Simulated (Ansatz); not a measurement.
The inner images of a band of AlBH5Si (8 atoms, charge -1, multiplicity 1) are given out of order.

The calculation used RKS PBE-D4/6-31G* (Ansatz).

Image 0:

```xyz
8
Properties=species:S:1:pos:R:3
B -1.044 1.173 -1.115
Si 0.225 0.680 0.240
Al 0.792 -1.516 0.852
H -1.634 0.310 -1.734
H -1.301 2.330 -1.397
H 0.952 1.785 0.999
H 0.126 -2.833 0.153
H 1.883 -1.928 2.002
```

Image 6:

```xyz
8
Properties=species:S:1:pos:R:3
B -0.764 1.379 -0.946
Si -0.828 0.169 0.610
Al 0.665 -1.710 0.781
H -0.330 1.088 -2.042
H -1.342 2.446 -0.835
H 0.260 1.377 -0.060
H 0.078 -3.148 1.328
H 2.262 -1.600 1.164
```

Question: Put them in order from the first end to the last, with their energies above the first end.
A.
```xyz
8
Properties=species:S:1:pos:R:3
B -0.978 1.222 -1.107
Si -0.397 0.509 0.612
Al 0.701 -1.592 0.826
H -1.179 0.632 -2.144
H -1.090 2.437 -1.138
H 0.689 1.584 0.668
H -0.034 -3.045 1.061
H 2.288 -1.746 1.222
```
B.
```xyz
8
Properties=species:S:1:pos:R:3
B -1.031 1.208 -1.162
Si 0.006 0.609 0.341
Al 0.775 -1.553 0.863
H -1.627 0.439 -1.890
H -1.114 2.395 -1.425
H 0.811 1.683 1.064
H 0.058 -2.963 0.453
H 2.121 -1.819 1.757
```
C.
```xyz
8
Properties=species:S:1:pos:R:3
B -0.916 1.256 -1.001
Si -0.546 0.463 0.768
Al 0.676 -1.610 0.793
H -0.811 0.740 -2.099
H -1.196 2.444 -1.011
H 0.539 1.512 0.268
H -0.020 -3.075 1.097
H 2.273 -1.730 1.186
```
D.
```xyz
8
Properties=species:S:1:pos:R:3
B -0.999 1.216 -1.180
Si -0.207 0.548 0.441
Al 0.740 -1.575 0.860
H -1.461 0.539 -2.072
H -1.032 2.426 -1.320
H 0.711 1.625 1.004
H -0.009 -3.031 0.817
H 2.258 -1.750 1.451
```
E.
```xyz
8
Properties=species:S:1:pos:R:3
B -0.794 1.319 -0.917
Si -0.686 0.370 0.804
Al 0.676 -1.625 0.792
H -0.536 0.837 -2.005
H -1.278 2.438 -0.935
H 0.334 1.457 -0.041
H 0.015 -3.103 1.098
H 2.270 -1.692 1.205
```

Answer: B (+3.7 kJ/mol), D (+17.6 kJ/mol), A (+53.6 kJ/mol), C (+85.7 kJ/mol), E (+58.9 kJ/mol).

The run took 92 s on 1 thread of Intel(R) Xeon(R) Platinum 8488C (Sapphire Rapids) (shared host), peak memory 0.13 GiB.
